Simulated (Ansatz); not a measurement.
# FS2: the cost of one run

The runs use Ansatz 0.2.0, Gaussian basis; def2-QZVPP, core rule «outside noble gas», up to 11 orbitals frozen.

Plan: UHF; ROHF; CCSD(T) on UHF.

2 further runs of the same task are left out: 2 set aside as unsound or not needed.

## (1) What is computed

The geometry is a PBE0/def2-TZVP stationary point (not a proven minimum) of the parent state, kept for this charge and spin.

3 atoms, charge 0, spin multiplicity 4.

Atoms are counted from 1 here; the program's logs count them from 0.

Bond lengths: F1–S2 1.625 Å, S2–S3 1.883 Å. Angles: F1–S2–S3 108.7°.

## (2) UHF

in.yaml reads:

```yaml
crystal:
  periodic: [false, false, false]
  atoms:
    - {symbol: F, position_ang: [0.000000, -0.602011, 1.524080]}
    - {symbol: S, position_ang: [0.000000, 0.574572, 0.402582]}
    - {symbol: S, position_ang: [0.000000, -0.217883, -1.305595]}
basis:
  gaussian: {orbitals: "def2-QZVPP.json"}
magnetization: {spin_polarized: true, initial_magnetization: 3}
hamiltonian: {xc: hf}
output: {orbitals: {seedname: orbitals}}
```

The run is started by

```bash
$ ansatz run in.yaml --threads 1 --pin off --events-out ev --progress --plain --max-ram 2393MiB
```

Q: Estimate wall time and peak memory on 1 thread of Arm Neoverse V2, shared host.

About 22 s, with a peak of 0.58 GiB.
